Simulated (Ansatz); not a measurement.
This script makes the interaction energy of a dimer with the counterpoise correction of N2 with Ansatz 0.2.0, Python API.

The script, `dimer_n2.py`:
```python
"""Interaction energy of two N2 molecules, with the counterpoise correction."""

import ansatz as az

FIRST = [
    ("N", (0.0, 0.0, -0.655)),
    ("N", (0.0, 0.0, 0.655)),
]
SECOND = [
    ("N", (2.6759, 2.0405, 1.0139)),
    ("N", (1.4174, 2.3546, 1.1969)),
]

def energy(atoms, ghosts=()):
    molecule = az.Crystal.molecule()
    for symbol, xyz in atoms:
        molecule = molecule.atom(symbol, xyz)
    calc = (
        molecule.calculation()
        .basis(gaussian="cc-pVDZ")
        .functional("b3lyp")
    )
    deck = calc.input()
    if ghosts:
        deck = deck.set(az.key.basis.gaussian.ghost_atoms, [{"symbol": s, "position_ang": list(xyz)} for s, xyz in ghosts])
    return az.Session.from_dict(deck).plan().execute().report["free_energy_ev"]

# ghost atoms carry the functions of the partner
both = energy(FIRST + SECOND)
alone = energy(FIRST) + energy(SECOND)
ghosted = energy(FIRST, SECOND) + energy(SECOND, FIRST)
print(f"dimer {both:.6f} eV")
print(f"interaction, uncorrected   {23.060548 * (both - alone):8.3f} kcal/mol")
print(f"interaction, counterpoise  {23.060548 * (both - ghosted):8.3f} kcal/mol")
print(f"basis-set superposition    {23.060548 * (alone - ghosted):8.3f} kcal/mol")
```

How large is the interaction at this pose, and how much of it is basis-set superposition?

Uncorrected it is 0.726 kcal/mol, with the counterpoise correction 1.604 kcal/mol; the difference, 0.88 kcal/mol, is the superposition error. In this basis both values are repulsive.

What the script printed:

```console
$ python dimer_n2.py
dimer -5956.959233 eV
interaction, uncorrected      0.726 kcal/mol
interaction, counterpoise     1.604 kcal/mol
basis-set superposition       0.878 kcal/mol
```

Total energies depend on the basis set; only differences at equal settings carry meaning. The dimer is a generated trial pose of unrelaxed monomers, not a minimum, so the figure is no binding energy, and the basis set is small. b3lyp holds the VWN-RPA fit, as in Gaussian; the form of ORCA and Turbomole is b3lyp5. This level lacks the dispersion part of the attraction (electrostatics and induction are there), which can decide the sign where the interaction is weak. The spin state was assumed, and another may lie lower. Hardware and time: 2.5 s on 1 thread of Arm Neoverse V2 (shared host), peak memory 0.16 GiB.

(Lines on the test bed's own set-up are left out of the output.)
